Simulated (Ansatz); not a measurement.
```yaml
crystal:
  periodic: [false, false, false]
  atoms:
    - {symbol: C, position_ang: [0.254871, -1.665723, 1.721829]}
    - {symbol: C, position_ang: [0.588842, -0.191764, 1.556984]}
    - {symbol: C, position_ang: [-0.227567, 0.515233, 0.483466]}
    - {symbol: C, position_ang: [0.011889, -0.004309, -0.925258]}
    - {symbol: C, position_ang: [-0.700323, 0.806449, -1.991629]}
    - {symbol: O, position_ang: [-0.287116, 2.158009, -2.038080]}
    - {symbol: H, position_ang: [0.824723, -2.112241, 2.539966]}
    - {symbol: H, position_ang: [-0.807625, -1.803384, 1.944148]}
    - {symbol: H, position_ang: [0.479391, -2.238046, 0.818520]}
    - {symbol: H, position_ang: [0.432120, 0.320105, 2.512109]}
    - {symbol: H, position_ang: [1.655682, -0.081596, 1.327564]}
    - {symbol: H, position_ang: [-0.003839, 1.585725, 0.501568]}
    - {symbol: H, position_ang: [-1.295415, 0.423313, 0.720178]}
    - {symbol: H, position_ang: [1.090393, -0.007409, -1.138959]}
    - {symbol: H, position_ang: [-0.316073, -1.045814, -1.014917]}
    - {symbol: H, position_ang: [-0.573372, 0.328031, -2.972557]}
    - {symbol: H, position_ang: [-1.773683, 0.836688, -1.783209]}
    - {symbol: H, position_ang: [0.647123, 2.176742, -2.261744]}
basis:
  gaussian: {orbitals: aug-cc-pVDZ}
hamiltonian: {xc: {name: B97M-V}}
scf: {lower_state_search: full}
```

```sh
$ ansatz run in.yaml --threads 2 --pin off --events-out ev --progress --plain --max-ram 22528MiB --backend cpu
```

Output, abridged:

```
Functional definition: B97M-V
2117 factors; their error is unknown
mean field evaluation 1: about -7409.5522 eV, gradient 8.8e1 eV
mean field evaluation 2: about -7377.8424 eV, gradient 1.4e2 eV
mean field evaluation 4: about -7428.3917 eV, gradient 9.8e0 eV
mean field evaluation 8: about -7428.5848 eV, gradient 3.0e-1 eV
mean field evaluation 16: about -7428.5198 eV, gradient 9.6e-4 eV
mean field -7428.51980619 eV, -272.9930676458 hartree, gradient 1.3e-5 eV, S^2 0.000000; 0 other end points of the search recorded, 0 dependent functions left out
reference -7428.51996148 eV, -272.9930733527 hartree; 25, 25 occupied and 221, 221 virtual orbitals, 2117 factors
Total energy: -7428.51996148 eV, -272.9930733527 hartree
```

Run time 21 s (2 threads of an AMD EPYC 7R13 on a shared host); peak host memory 0.8 GiB.
